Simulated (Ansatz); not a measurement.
Consider the hydrogen abstraction from the Si–H bond: `O[SiH2][SiH3]` + F• → `O[SiH2][SiH2]`• + H–F.

Isolated molecules relaxed with PBE0-D4/def2-TZVP in Ansatz; ΔE leaves out vibrations. CCSD(T)/CBS adds triple-zeta CCSD(T) − MP2 to the extrapolated MP2 energy (def2 sets, frozen cores). This one scheme is used for every species, atoms too. No spin–orbit coupling; open shells (•) take unrestricted orbitals. Spin–orbit coupling would lower the free atoms: a little for F. One conformer a species, not always the lowest.

`O[SiH2][SiH3]`:

Cartesian coordinates in Å:
```
O -1.504 -0.454 -1.350
Si -1.001 0.206 0.081
Si 1.284 -0.153 0.479
H -1.073 -0.156 -2.152
H -1.263 1.675 0.121
H -1.824 -0.448 1.129
H 1.689 0.507 1.750
H 2.094 0.428 -0.629
H 1.598 -1.605 0.571
```

`O[SiH2][SiH2]`•:

Cartesian coordinates in Å:
```
O -0.599 1.831 0.250
Si -0.110 0.334 0.745
Si 0.872 -0.879 -0.994
H -1.285 1.879 -0.416
H 0.899 0.562 1.808
H -1.255 -0.429 1.327
H 1.505 -2.157 -0.565
H -0.027 -1.140 -2.155
```

H–F:

```xyz
2

F    -0.204    0.269   -0.312
H     0.204   -0.269    0.312
```

```csv
species,CCSD(T)/CBS(def2) energy (Eh)
`O[SiH2][SiH3]`,-656.96789
F•,-99.66871
`O[SiH2][SiH2]`•,-656.31833
H–F,-100.39570
```

**Question.** Work out ΔE.

**Answer.** ΔE = (-656.31833) + (-100.39570) − (-656.96789) − (-99.66871) = -0.07743 Eh = -203.3 kJ/mol.

Largest T1 diagnostic among the species: 0.014.

From PBE to PBE0 (25 % exact exchange), in def2-TZVPP and without D4, ΔE moves by +23.6 kJ/mol. At CCSD(T), def2-SVP lies +37.3 kJ/mol from the extrapolated value and def2-TZVPP +11.6 kJ/mol.
